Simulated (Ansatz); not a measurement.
Results of r²SCAN+SOC in Ansatz (PAW) for Ag₂PdO₂ (Immm, No. 71).

Numerical settings: plane-wave cutoff 560 eV, 22×22×22 k mesh, Fermi–Dirac smearing 0.05 eV, PAW data made under PBE.

Cell (measured lattice):

```xyz
5
Lattice="-1.5040 2.2776 4.9489 1.5040 -2.2776 4.9489 1.5040 2.2776 -4.9489" Properties=species:S:1:pos:R:3 pbc="T T T"
Pd     0.0000     0.0000     0.0000
O      0.0000     2.2776     3.5899
O      1.5040     0.0000     1.3590
Ag     0.0000     0.0000     3.5392
Ag     0.0000     0.0000     6.3585
```

Question: What does this level give for the band gap?

Answer: 
- band gap: 0.24 eV (on the SCF k mesh)

Note: cell and atoms aren't relaxed at this level (largest force component 0.34 eV/Å, pressure 1.5 GPa).

Computed values are for the static lattice.

Ansatz is a program for electronic structure.
